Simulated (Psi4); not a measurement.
**SiHClF (SMILES F[SiH]Cl), step by step**

Wanted: a geometry optimisation (UPBE-D4/STO-3G), then vibrational wavenumbers, then the energy (UCCSD(T)/cc-pVDZ) of SiHClF. 

The calculation is run with Psi4 1.11.

## (1) The system as given

The species is SiHClF (4 atoms), meant as a doublet with charge 0. As SMILES, `F[SiH]Cl`. Geometry: relaxed at GFN2-xTB. The run starts from this shape.

Bond lengths: F1–Si2 1.620 Å, Si2–Cl3 2.009 Å, Si2–H4 1.445 Å. Angles: F1–Si2–Cl3 105.9°, F1–Si2–H4 102.9°, Cl3–Si2–H4 115.7°.

## (2) A structure relaxation at UPBE-D4/STO-3G (density fitting) (run 1)

File clfhsi.inp:

```
memory 1.6 GB

molecule {
  0 2
  F
  Si 1 1.619615
  Cl 2 2.009339 1 105.90957
  H 2 1.445121 1 102.93179 3 -121.85938
  units angstrom
  symmetry c1
}

set basis STO-3G
set reference uks
set geom_maxiter 60

optimize('pbe-d4')
print_variables()
```

Command:

```
psi4 -n 1 clfhsi.inp clfhsi.out
```

clfhsi.out:

```text
[...]
  Running in c1 symmetry.
[...]
  Nuclear repulsion =  141.879685706433094
[...]
  Multiplicity = 2
[...]
  Nalpha       = 21
  Nbeta        = 20
[...]
    Number of basis functions: 24
[...]
   @DF-UKS iter   1:  -839.80590863244356   -6.45115e-01   1.00594e-02 DIIS/ADIIS
[...]
   @DF-UKS iter   7:  -839.87355512937802   -2.27374e-13   4.71392e-09 DIIS
[...]
   @S^2 Observed:                7.507878257E-01
[...]
  @DF-UKS Final Energy:  -839.87355512937802
   => Energetics <=
    Nuclear Repulsion Energy =            135.7129377268576889
    One-Electron Energy =               -1438.3296437735175459
    Two-Electron Energy =                 522.3945415995762005
    DFT Exchange-Correlation Energy =     -59.6485755539343643
    Empirical Dispersion Energy =          -0.0028151283600301
    VV10 Nonlocal Energy =                  0.0000000000000000
    Total Energy =                       -839.8735551293780190
[...]
 Multipole Moments:
 ------------------------------------------------------------------------------------
     Multipole            Electronic (a.u.)      Nuclear  (a.u.)        Total (a.u.)
 ------------------------------------------------------------------------------------
 L = 1.  Multiply by 2.5417464519 to convert [e a0] to [Debye]
 Dipole X            :          1.3500196           -1.2941355            0.0558841
 Dipole Y            :         -0.4379025            1.5428172            1.1049147
 Dipole Z            :         -1.5122525            1.2782171           -0.2340354
 Magnitude           :                                                    1.1308104
[...]
  -Total Gradient:
     Atom            X                  Y                   Z
    ------   -----------------  -----------------  -----------------
       1        0.000070605987     0.000099843713     0.000105532810
       2        0.000015751968    -0.000026253407     0.000055854814
       3        0.000066400775     0.000103503117     0.000012811588
       4       -0.000011563643    -0.000006231942     0.000016597025
[...]
```

On the terminal:

```text
Optimizer: Optimization complete!
```

Wall time 17 s (1 thread of Intel Xeon Platinum 8375C at 2.90GHz (Ice Lake), shared host); peak memory 0.28 GiB.

Steps, from the record of the run:

```tsv
step	energy from the first frame kept (eV)	largest force (eV/Å)
0	0.0000	3.3039
1	-0.2877	1.1722
2	-0.3267	0.2407
3	-0.3286	0.0617
4	-0.3289	0.0163
5	-0.3290	0.0083
```

After the run. Bond lengths: F1–Si2 1.656 Å, Si2–Cl3 2.145 Å, Si2–H4 1.487 Å. Angles: F1–Si2–Cl3 105.1°, F1–Si2–H4 104.6°, Cl3–Si2–H4 103.3°.

## (3) Vibrational wavenumbers at UPBE-D4/STO-3G (density fitting) (run 2)

File job.py:

```python
import psi4

psi4.set_memory(1600000000)
psi4.set_num_threads(1)
psi4.core.set_output_file('run.log', False)

geom = psi4.geometry("""
0 2
F     -2.00707812    -0.63295621     2.00426054
Si    -0.48425555    -0.40281024    -0.72026722
Cl     3.40954970    -1.06253631     0.19107210
H     -0.54906559     2.33686934    -1.33943032
units bohr
""")

psi4.set_options({
    'basis': 'STO-3G',
    'reference': 'uks',
    't': 600.0,
    'rotational_symmetry_number': 1,
})

e_tot, wfn = psi4.frequencies('pbe-d4', return_wfn=True)
print(f'total energy {e_tot:.8f} hartree = {e_tot * 27.211386:.5f} eV')
print('wavenumbers / cm^-1:', wfn.frequencies().np.round(1))
for k in ('ZPVE', 'ENTHALPY', 'GIBBS FREE ENERGY'):
    print(f'{k}: {psi4.variable(k):.8f} Eh')
```

Command:

```
python job.py
```

run.log:

```text
[...]
  Running in c1 symmetry.
[...]
  Nuclear repulsion =  135.712930391290428
[...]
  Multiplicity = 2
[...]
  Nalpha       = 21
  Nbeta        = 20
[...]
    Number of basis functions: 24
[...]
   @DF-UKS iter   1:  -839.80608929880111   -7.59335e-01   1.05564e-02 DIIS/ADIIS
[...]
   @DF-UKS iter  11:  -839.87355480628196   -1.25056e-12   4.72371e-09 DIIS
[...]
   @S^2 Observed:                7.507889975E-01
[...]
  @DF-UKS Final Energy:  -839.87355480628196
   => Energetics <=
    Nuclear Repulsion Energy =            135.7085146717529938
    One-Electron Energy =               -1438.3211020988837845
    Two-Electron Energy =                 522.3903480369715453
    DFT Exchange-Correlation Energy =     -59.6485003479307991
    Empirical Dispersion Energy =          -0.0028150681917534
    VV10 Nonlocal Energy =                  0.0000000000000000
    Total Energy =                       -839.8735548062819589
[...]
  -Total Gradient:
     Atom            X                  Y                   Z
    ------   -----------------  -----------------  -----------------
       1       -0.000060444115    -0.000127809453    -0.000127312245
       2        0.000043327406    -0.000116495231     0.000084092546
       3       -0.000079879310    -0.000069081770    -0.000073893183
       4        0.000023911013     0.000222113148    -0.000150334883
[...]
  ==> Harmonic Vibrational Analysis <==
[...]
  Freq [cm^-1]                 235.2301            541.7475            715.8659
[...]
  IR activ [km/mol]             5.5537             38.7084             29.6510
[...]
  Freq [cm^-1]                 799.8954            887.8091           2396.5906
[...]
  IR activ [km/mol]            23.5975             48.7345             35.1693
[...]
  Total E_0, Enthalpy at 0 [K]                                                         -839.86084947 [Eh]
[...]
  Total H, Enthalpy at  600.00 [K]                                                     -839.84898585 [Eh]
[...]
  Total G, Gibbs energy at  600.00 [K]                                                 -839.92395161 [Eh]
[...]
```

Standard output:

```text
Warning: used thermodynamics relations inappropriate for low-frequency modes: ['235.2301' '541.7475']
total energy -839.87355513 hartree = -22854.12350 eV
wavenumbers / cm^-1: [ 235.2  541.7  715.9  799.9  887.8 2396.6]
ZPVE: 0.01270566 Eh
ENTHALPY: -839.84898585 Eh
GIBBS FREE ENERGY: -839.92395161 Eh
```

Wall time 62 s (1 thread of Intel Xeon Platinum 8375C at 2.90GHz (Ice Lake), shared host); peak memory 0.26 GiB.

## (4) The energy at UCCSD(T)/cc-pVDZ (run 3)

File job.in:

```
memory 1600 MB

molecule {
  0 2
  F
  Si 1 1.656165
  Cl 2 2.1448 1 105.05458
  H 2 1.486734 1 104.61566 3 -108.46646
  units angstrom
}

set reference uhf
set scf_type pk
set freeze_core true

energy('ccsd(t)/cc-pVDZ')
```

Command:

```
psi4 job.in job.out -n 1
```

job.out:

```text
[...]
  Running in c1 symmetry.
[...]
  Nuclear repulsion =  135.712927507409574
[...]
  Multiplicity = 2
[...]
  Nalpha       = 21
  Nbeta        = 20
[...]
    Number of basis functions: 55
[...]
   @UHF iter   1:  -848.46207851263716   -6.81537e-01   5.92242e-03 DIIS/ADIIS
[...]
   @UHF iter  13:  -848.51748838905996   -2.50111e-12   6.33418e-09 DIIS
[...]
   @S^2 Observed:                7.550582941E-01
[...]
    Orbital Energies [Eh]
    ---------------------
    Alpha Occupied:
       1A   -104.832780     2A    -68.905910     3A    -26.299914
       4A    -10.559797     5A     -8.028024     6A     -8.024419
       7A     -8.023961     8A     -6.244555     9A     -4.354118
      10A     -4.347471    11A     -4.346008    12A     -1.590150
      13A     -1.097609    14A     -0.775567    15A     -0.675424
      16A     -0.665043    17A     -0.634124    18A     -0.532001
      19A     -0.485451    20A     -0.470857    21A     -0.395438
    Alpha Virtual:
      22A      0.110538    23A      0.124898    24A      0.203993
      25A      0.373087    26A      0.384213    27A      0.399952
[...]
  @UHF Final Energy:  -848.51748838905996
   => Energetics <=
    Nuclear Repulsion Energy =            135.7129275074095744
    One-Electron Energy =               -1446.4832755162406102
    Two-Electron Energy =                 462.2528596197709589
    Total Energy =                       -848.5174883890599631
  UHF NO Occupations:
  HONO-2 :   19  A 1.9995739
  HONO-1 :   20  A 1.9981653
[...]
 Multipole Moments:
 ------------------------------------------------------------------------------------
     Multipole            Electronic (a.u.)      Nuclear  (a.u.)        Total (a.u.)
 ------------------------------------------------------------------------------------
 L = 1.  Multiply by 2.5417464519 to convert [e a0] to [Debye]
 Dipole X            :          1.3907518           -1.2941346            0.0966171
 Dipole Y            :         -0.6922897            1.5428171            0.8505274
 Dipole Z            :         -0.6970210            1.2782183            0.5811972
 Magnitude           :                                                    1.0346603
[...]
      * MP2 total energy                      = -848.916513559214536
[...]
      * CCSD total energy                     = -848.940723858014508
[...]
      * CCSD(T) total energy                     = -848.949215409222688
[...]
```

Wall time 26 s (1 thread of Intel Xeon Platinum 8375C at 2.90GHz (Ice Lake), shared host); peak memory 0.31 GiB.

## (5) Results

| quantity | value |
| --- | --- |
| run 1, UPBE-D4/STO-3G: total energy at the end | -839.87356 Eh |
| run 1, UPBE-D4/STO-3G: dipole moment | 2.87 D |
| run 1, UPBE-D4/STO-3G: HOMO energy (highest over α and β) | -2.79 eV |
| run 1, UPBE-D4/STO-3G: LUMO energy (lowest over α and β) | -1.53 eV |
| run 1, UPBE-D4/STO-3G: dispersion energy | -7.39 kJ/mol |
| run 1, UPBE-D4/STO-3G: ⟨S²⟩ | 0.751 |
| run 2, UPBE-D4/STO-3G: lowest harmonic wavenumber | 235 cm⁻¹ |
| run 2, UPBE-D4/STO-3G: highest harmonic wavenumber | 2397 cm⁻¹ |
| run 2, UPBE-D4/STO-3G: zero-point energy | 33.4 kJ/mol |
| run 2, UPBE-D4/STO-3G: ideal-gas entropy at 600 K (symmetry number 1 as used) | 78.4 cal/(mol K) |
| run 3, UCCSD(T)/cc-pVDZ: total energy | -848.94922 Eh |
| run 3, UCCSD(T)/cc-pVDZ: HOMO energy (Hartree–Fock orbitals) (highest over α and β) | -10.76 eV |
| run 3, UCCSD(T)/cc-pVDZ: LUMO energy (Hartree–Fock orbitals) (lowest over α and β) | 0.13 eV |
| run 3, UCCSD(T)/cc-pVDZ: correlation energy (11 core orbitals frozen) | -431.7 mEh |
| run 3, UCCSD(T)/cc-pVDZ: (T) correction | -8.49 mEh |
| run 3, UCCSD(T)/cc-pVDZ: ⟨S²⟩ of the reference determinant | 0.755 |
| run 3, UCCSD(T)/cc-pVDZ: T1 diagnostic | 0.022 |

**Reading.** The optimisation (run 1, UPBE-D4/STO-3G) took 6 steps and changed the energy by -0.329 eV. All 6 modes (run 2, UPBE-D4/STO-3G) are real, so the shape is a minimum at this level. The triples (run 3, UCCSD(T)/cc-pVDZ) make up 2.0 % of the correlation energy.
